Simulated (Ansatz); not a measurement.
C$_{5}$H$_{7}$F, SMILES `C#CC(C)(C)F`. The species carries charge 0 and has multiplicity 1. All single points use the PBE0-D4/def2-TZVP geometry.

```xyz
13

C     0.735   -2.273   -0.770
C     0.431   -1.129   -0.581
C     0.051    0.260   -0.316
C    -1.431    0.366   -0.008
C     0.918    0.859    0.775
F     0.284    0.997   -1.483
H     1.007   -3.287   -0.948
H    -1.672   -0.204    0.891
H    -2.016   -0.027   -0.839
H    -1.693    1.413    0.153
H     0.782    0.313    1.709
H     0.637    1.903    0.927
H     1.969    0.808    0.489
```

Task: What is the dipole moment at r2SCAN/def2-TZVPP? (An estimate is asked.)

Result: The calculation gave: 1.87 D, with components (-0.45, -0.58, 1.72) D in this frame, pointing from negative to positive charge.

Task: And with PBE, B3LYP, ωB97M-V? (An estimate is asked.)

Result: Computed: PBE 1.79 D, B3LYP 1.91 D, ωB97M-V 1.90 D.

Task: Give the Mulliken charges with r2SCAN, B3LYP, ωB97M-V in def2-TZVPP. (An estimate is asked.)

Result: Ansatz gave: 
```json
{"atom": "C1", "r2SCAN": "0.24", "B3LYP": "0.20", "ωB97M-V": "0.09"}
{"atom": "C2", "r2SCAN": "-0.45", "B3LYP": "-0.47", "ωB97M-V": "-0.35"}
{"atom": "C3", "r2SCAN": "0.18", "B3LYP": "0.19", "ωB97M-V": "0.13"}
{"atom": "C4", "r2SCAN": "-0.15", "B3LYP": "-0.25", "ωB97M-V": "-0.29"}
{"atom": "C5", "r2SCAN": "-0.15", "B3LYP": "-0.25", "ωB97M-V": "-0.29"}
{"atom": "F6", "r2SCAN": "-0.24", "B3LYP": "-0.24", "ωB97M-V": "-0.22"}
{"atom": "H7", "r2SCAN": "0.24", "B3LYP": "0.26", "ωB97M-V": "0.24"}
{"atom": "H8", "r2SCAN": "0.05", "B3LYP": "0.09", "ωB97M-V": "0.11"}
{"atom": "H9", "r2SCAN": "0.07", "B3LYP": "0.10", "ωB97M-V": "0.13"}
{"atom": "H10", "r2SCAN": "0.05", "B3LYP": "0.09", "ωB97M-V": "0.11"}
{"atom": "H11", "r2SCAN": "0.05", "B3LYP": "0.09", "ωB97M-V": "0.11"}
{"atom": "H12", "r2SCAN": "0.05", "B3LYP": "0.09", "ωB97M-V": "0.11"}
{"atom": "H13", "r2SCAN": "0.07", "B3LYP": "0.10", "ωB97M-V": "0.13"}
```

B3LYP here is the variant with VWN-RPA as its local correlation; programs differ in this.
